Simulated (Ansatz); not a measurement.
**C2H2O2 (singlet): wave-function methods side by side, 6-31G***

An exercise on one series of results from a longer session: the logs are not shown, and one member is left open.

Program: Ansatz 0.2.0, Gaussian basis. Level of theory: 6-31G*, core rule «outside noble gas», up to 4 orbitals frozen. These are calculated values, not measurements.

The runs, in order: UHF; CCSD(T) on RHF; CCSD(T) on UHF; BCCD(T) on RHF; CISD; CCSDT(Q) on UHF; CASSCF and MRCISD+Q, 8 electrons in 8 orbitals; CASSCF and MRCISD+Q(relaxed), 8 electrons in 8 orbitals; CASSCF and NEVPT2, 8 electrons in 8 orbitals.

19 further runs of the same task are left out: 2 that didn't finish, 17 set aside as unsound or not needed.

## What is computed

The geometry is an MP2(full)/6-31G* stationary point (not a proven minimum).

6 atoms, charge 0, spin multiplicity 1.

Atoms are counted from 1 here; the program's logs count them from 0.

Bond lengths: C1–C2 1.513 Å, C1–O3 1.223 Å, C1–H4 1.106 Å, C2–O5 1.223 Å, C2–H6 1.106 Å. Angles: C2–C1–O3 121.2°, C2–C1–H4 115.3°, O3–C1–H4 123.5°, C1–C2–O5 121.2°, C1–C2–H6 115.3°, O5–C2–H6 123.5°.

Set-up of the first run:

The input, in.yaml:

```yaml
crystal:
  periodic: [false, false, false]
  atoms:
    - {symbol: C, position_ang: [0.000000, 0.756430, 0.000000]}
    - {symbol: C, position_ang: [0.000000, -0.756430, 0.000000]}
    - {symbol: O, position_ang: [1.046090, 1.389916, 0.000000]}
    - {symbol: H, position_ang: [-0.999940, 1.228191, 0.000000]}
    - {symbol: O, position_ang: [-1.046090, -1.389916, 0.000000]}
    - {symbol: H, position_ang: [0.999940, -1.228191, 0.000000]}
basis:
  gaussian: {orbitals: "6-31G*"}
magnetization: {spin_polarized: true, initial_magnetization: 0}
hamiltonian: {xc: hf}
output: {orbitals: {seedname: orbitals}}
```

The run is started by

```bash
$ ansatz run in.yaml --threads 1 --pin off --events-out ev --progress --plain --max-ram 4096MiB --backend cpu
```

Among the steps run: UHF; CCSD(T) on RHF; CCSD(T) on UHF; BCCD(T) on RHF; CISD; CCSDT(Q) on UHF; CASSCF and MRCISD+Q, 8 electrons in 8 orbitals; CASSCF and MRCISD+Q(relaxed), 8 electrons in 8 orbitals; CASSCF and NEVPT2, 8 electrons in 8 orbitals.

One of the session's tables, all rows but one given; the rest of the session is left out.

```
                    method  from RCCSD(T) (meV)
                       RHF             +17412.7
                       UHF             +17358.1
                      RMP2                    ?
                      CISD              +2831.7
                     RCCSD               +593.2
                  RCCSD(T)                    0
                   BCCD(T)                 -7.2
           CASSCF frontier             +13319.6
           NEVPT2 frontier              +1694.1
           MRCISD frontier              +1611.3
         MRCISD+Q frontier               +205.3
MRCISD+Q(relaxed) frontier               +163.3
```

Estimate the missing values for RMP2.

**Answer.** from RCCSD(T) (meV): +1019.4. In the column «from RCCSD(T) (meV)» it lies between RCCSD (+593.2) and MRCISD frontier (+1611.3).

Not comparable, so not listed: CCSD(T) on UHF; CCSDT(Q) on UHF (they don't share determinant, frozen orbitals or solution with the rows shown, or repeat one).

Limits of these values: Warnings: restricted reference is unstable; spin contamination.
